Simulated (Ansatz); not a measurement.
# SiNHCl (quartet): from a generated start to a stationary point

Where does this start of SiNHCl (quartet) end when it is relaxed?

Program: Ansatz 0.2.0, Gaussian basis. Level of theory: UKS PBE0/def2-TZVP. These are calculated values, not measurements.

## 1. Starting geometry

4 atoms, charge 0, spin multiplicity 4.

Atoms are counted from 1 here; the program's logs count them from 0.

Bond lengths: Cl1–Si2 2.133 Å, Si2–N3 1.720 Å, N3–H4 1.017 Å. Angles: Cl1–Si2–N3 94.8°, Si2–N3–H4 116.8°.

The start was built by rule and, where that kept it together, relaxed with GFN2-xTB. Sticks and bond lists go by distance. 

## 2. Relaxation

in.yaml reads:

```yaml
crystal:
  periodic: [false, false, false]
  atoms:
    - {symbol: Cl, position_ang: [-1.131946, -0.378562, -0.351615]}
    - {symbol: Si, position_ang: [0.502305, 0.570523, 0.637807]}
    - {symbol: N, position_ang: [1.713624, -0.205166, -0.305636]}
    - {symbol: H, position_ang: [2.005246, 0.269272, -1.157189]}
basis:
  gaussian: {orbitals: def2-TZVP}
magnetization: {spin_polarized: true, initial_magnetization: 3}
hamiltonian: {xc: pbe0}
relax: {f_tol: 0.004, max_steps: 80}
```

Run with:

```bash
$ ansatz run in.yaml --threads 1 --pin off --events-out ev --progress --plain --max-ram 2176MiB
```

What does the calculation give? Wanted: energy gained; shift from the start; total energy; dipole moment; ⟨S²⟩.

The runs gave:

| quantity | value |
| --- | --- |
| steps | 10 |
| energy gained | 0.209 eV |
| shift from the start (rms) | 0.205 Å |
| total energy | -21895.3750 eV |
| dipole moment | 1.79 D |
| ⟨S²⟩ | 3.758 |

What this shows: The bonds of the start are those of the end. Si2–N3 went from 1.720 to 1.806 Å. No vibrations were run, so this is a stationary point, not a proven minimum, and this spin need not be the ground state's.
